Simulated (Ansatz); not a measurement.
# NH₃+ (doublet): geometry and frequencies at several levels

One table from this session's results is given with a row withheld; the runs are named, their logs left out.

Method: the levels named in each step, in Ansatz 0.2.0.

## The starting structure

Bond lengths: N1–H2 1.028 Å, N1–H3 1.028 Å, N1–H4 1.028 Å. Angles: H2–N1–H3 120.0°, H2–N1–H4 120.0°, H3–N1–H4 120.0°.

Structure file:

```xyz
4

N     0.0000    0.0000    0.0000
H    -0.6302   -0.8123   -0.0077
H    -0.3890    0.9515    0.0205
H     1.0185   -0.1395   -0.0128
```

The first run:

Contents of input.yaml:

```yaml
crystal:
  periodic: [false, false, false]
  atoms:
    - { symbol: "N", position_ang: [-0.00015438, -5.965e-05, 3.68e-06] }
    - { symbol: H, position_ang: [-0.62709049, -0.80849435, -0.00765773] }
    - { symbol: H, position_ang: [-0.38678695, 0.94692141, 0.02040431] }
    - { symbol: H, position_ang: [1.01341184, -0.13860742, -0.01272026] }
magnetization:
  spin_polarized: true
  initial_magnetization: 1
total_charge: 1
basis:
  gaussian: { orbitals: def2-TZVPP }
hamiltonian:
  xc: pbe0
  dispersion: d4
phonons: {}
```

On the command line:

```
$ ansatz run input.yaml --threads 2 --pin off --max-ram 5120MiB --backend cpu --events-out ev --progress --plain --runs-dir out
```

Among the steps run: Frequencies, PBE0-D4/def2-TZVPP; Relaxation, PBE-D4/def2-TZVPP; Frequencies, PBE-D4/def2-TZVPP; Relaxation, r2SCAN-D4/def2-TZVPP; Frequencies, r2SCAN-D4/def2-TZVPP; Relaxation, B3LYP-D4/def2-TZVPP; Frequencies, B3LYP-D4/def2-TZVPP; Relaxation, B2PLYP/def2-TZVPP; Frequencies, B2PLYP/def2-TZVPP.

One table of the session follows, with a row left open; its other results are not shown here.

| level | N1–H2 (Å) | N1–H3 (Å) | highest frequency (cm⁻¹) |
| --- | --- | --- | --- |
| PBE0-D4/def2-TZVPP | 1.0231 | 1.0231 | 3557 |
| PBE-D4/def2-TZVPP | ? | ? | ? |
| r2SCAN-D4/def2-TZVPP | 1.0231 | 1.0231 | 3539 |
| B3LYP-D4/def2-TZVPP | 1.0245 | 1.0245 | 3517 |
| B2PLYP/def2-TZVPP | 1.0213 | 1.0213 | 3560 |

Estimate the missing values for PBE-D4/def2-TZVPP.

The run gave: N1–H2 (Å): 1.0317; N1–H3 (Å): 1.0317; highest frequency (cm⁻¹): 3452. In the column «N1–H2 (Å)» it is the highest.
